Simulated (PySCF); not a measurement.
# PH₃ + O₂ → HPO + H₂O

Level: PBE0 in the def2-TZVP basis family, all electrons, no relativity, computed in PySCF with density fitting; open shells unrestricted.

```csv
species,state and structure,E (Eh),ZPE (kJ/mol),H(298 K) − H(0) (kJ/mol),S° (J/(mol K))
PH₃,"singlet, C3v, P–H 1.420 Å (×3); H–P–H 93.1° (×3)",-343.01607,63.0,10.1,210.2
O₂,"triplet, D∞h, O–O 1.193 Å",-150.23561,10.3,8.7,204.9
HPO,"singlet, Cs, P–H 1.468 Å, P–O 1.478 Å; H–P–O 104.3°",-416.98125,26.2,10.0,235.6
H₂O,"singlet, C2v, O–H 0.960 Å (×2); H–O–H 105.1°",-76.37736,56.5,9.9,188.7
```

What is the electronic reaction energy?

At PBE0/def2-TZVP, ΔE = -280.7 kJ/mol from the differences of the total energies times 2625.5, downhill. 

Add zero-point, thermal and entropy terms for 298.15 K and 1 bar.

ΔZPE = 9.4 and Δ[H(298) − H(0)] = 1.1 kJ/mol give ΔH° = -270.2 kJ/mol. ΔS° = 9.2 J/(mol K), so ΔG° = -270.2 − 298.15 × (0.0092) = -273 kJ/mol.

Each species is the lowest minimum found with this bonding; other isomers or fragments can lie lower.
